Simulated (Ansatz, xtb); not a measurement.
System: C3H2N (charge -1, singlet). It need not be the lowest isomer of its formula. Whether it binds its extra electron was not tested at this geometry. 
Geometry from a B3LYP-D3(BJ)/def2-TZVP (Ansatz, an electronic-structure program) optimisation:
```
C
C 1 1.3615
H 1 1.1020 2 126.77
H 2 1.1128 1 106.82 3 0.00
C 1 1.4312 3 111.08 2 -180.00
N 5 1.1608 3 147.83 1 -180.00
```
Charge -1, spin multiplicity 1.

Harmonic wavenumbers from GFN2-xTB (xtb, at its own minimum), cm⁻¹: 218, 331, 564, 648, 936, 980, 1141, 1318, 1451, 2296, 2378, 2525.

Problem. Give the harmonic wavenumbers at B3LYP-D3(BJ)/def2-TZVP (Ansatz, finite differences of forces, unscaled).

Solution. 265, 385, 621, 707, 888, 1009, 1150, 1311, 1471, 2255, 2815, 2914 cm⁻¹. Zero-point energy 22.6 kcal/mol.

Problem. From these and the geometry, give the ideal-gas thermochemistry at 298.15 K and 1 atm (rigid rotor, harmonic oscillator).

Solution. Point group Cs, rotational symmetry number 1. Rotational constants 63, 5.047, 4.673 GHz. S(trans) 37.77, S(rot) 22.90, S(vib) 3.69, S(elec, spin only) 0.00, S 64.4 cal/(mol K). H(298) - H(0) 3.11 kcal/mol; G - E(el) 6.5 kcal/mol.
